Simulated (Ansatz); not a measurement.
## Worked example: correlation energy of HAl–O–Al, doublet

Geometry: that of the HAl–O–Al, quartet, kept fixed.

```csv
atom,x (Å),y (Å),z (Å)
Al,0.0000,-0.1114,1.6489
O,0.0000,0.0548,-0.0342
Al,0.0000,0.0319,-1.7218
H,0.0000,1.2590,2.4945
```

Basis cc-pVDZ; Ansatz 0.2.0. Only valence electrons are correlated (noble-gas cores frozen), which leaves 13 electrons in 44 orbitals. Prefix R: restricted or restricted open-shell reference; prefix U: unrestricted.

Full CI isn't at hand for all of this; UCCSDT(Q) serves as the reference, and is uncertain by about the last step of the cluster series.

Runs differ by some tens of microhartree through their thresholds and, for an open shell, their frozen cores, so steps under 0.03 kcal/mol mean nothing.

```json
{"level": "UHF", "total energy (hartree)": "-559.348748"}
{"level": "UMP2", "total energy (hartree)": "-559.622838"}
{"level": "UCCSD", "total energy (hartree)": "-559.645431"}
{"level": "UCCSD(T)", "total energy (hartree)": "-559.653461"}
{"level": "UCCSDT", "total energy (hartree)": "-559.654164"}
{"level": "UCCSDT(Q)", "total energy (hartree)": "-559.655155"}
```

What is the correlation energy at UCCSDT(Q), and what share of it do UMP2 and UCCSD(T) recover?

E(corr) = -559.655155 − (-559.348748) = -0.306407 hartree = -8.338 eV. UMP2: -0.274090 / -0.306407 = 89.45 %. UCCSD(T): -0.304713 / -0.306407 = 99.45 %.

By how many kcal/mol does UCCSD(T) miss UCCSDT(Q) (1 hartree = 627.509 kcal/mol), and which steps make up the rest?

-559.653461 − (-559.655155) = 0.001694 hartree = 1.06 kcal/mol. Steps: UCCSDT − UCCSD(T) = -0.44, UCCSDT(Q) − UCCSDT = -0.62 kcal/mol. Differences between like states or geometries often cancel part of this.
